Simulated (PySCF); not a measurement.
# MgAl: bond curves at several levels of theory

One table from this session's results is given with a row withheld; the runs are named, their logs left out.

Program: PySCF 2.14.0. Level of theory: Mg 3-21G, Al 3-21G, no relativity. These are calculated values, not measurements.

The first run:

The job is set up so:

```yaml
atoms: Mg, Al
charge: 0
basis: Mg 3-21G, Al 3-21G
Hamiltonian: no relativity
basis_functions: 26
electrons_treated: 25
masses_in_u: 23.9850, 26.9815
levels: PBE0, PBE, r²SCAN, PW91, BP86, M06-L, HF, MP2, SCS-MP2, CCSD, CCSD(T)
grid: 80 radial by 434 angular points
occupations: held fixed by the projection of orbital angular momentum
dissociation_limit: Mg + Al, each in its ground configuration
starting_distance_in_angstrom: 2.550
values_of_2S_to_try: 1, 3
```

Started as:

```
$ OMP_NUM_THREADS=1 python dia.py task.json out
```

Among the steps run: Set-up; First curve: PBE0; Excited determinants; PBE (GGA); r²SCAN (meta-GGA); PW91 (GGA); BP86 (GGA); M06-L (meta-GGA); ROHF (mean field); MP2 and coupled cluster.

One table of the session follows, with a row left open; its other results are not shown here.

It belongs to the step «The curves together». Energy (eV) from each level's lowest point:

```
R (Å)   ROHF  ROHF-MP2  ROHF-SCS-MP2  ROHF-CCSD  ROHF-CCSD(T)
2.515  0.626     0.383         0.421        n/a           n/a
2.632  0.420     0.211         0.245      0.224         0.201
2.749  0.281     0.107         0.136      0.115         0.096
2.837  0.208     0.060         0.086      0.065         0.050
2.925  0.154     0.031         0.053      0.034         0.022
3.013      ?         ?             ?          ?             ?
3.130  0.076     0.003         0.016      0.004         0.000
3.276  0.044     0.000         0.007      0.000         0.001
3.451  0.019     0.002         0.002      0.001         0.006
3.686  0.000     0.008         0.000        n/a           n/a
```

Q: Estimate the row for R (Å) = 3.013 from the others.

Worked estimate for «ROHF». A straight line through the neighbours (2.925, 0.154) and (3.130, 0.076) gives 0.154 + (0.076 − 0.154) × (3.013 − 2.925) / (3.130 − 2.925) = 0.121; a parabola fitted to 4 rows on both sides gives 0.115.

As computed: ROHF: 0.114; ROHF-MP2: 0.014; ROHF-SCS-MP2: 0.032; ROHF-CCSD: 0.016; ROHF-CCSD(T): 0.007. In «ROHF» the line misses by +0.007 and the parabola by +0.001.

State 2 has its PBE0 minimum 0.19 eV higher. State 4 has its PBE0 minimum 1.25 eV higher. The other levels ran on the lowest alone.
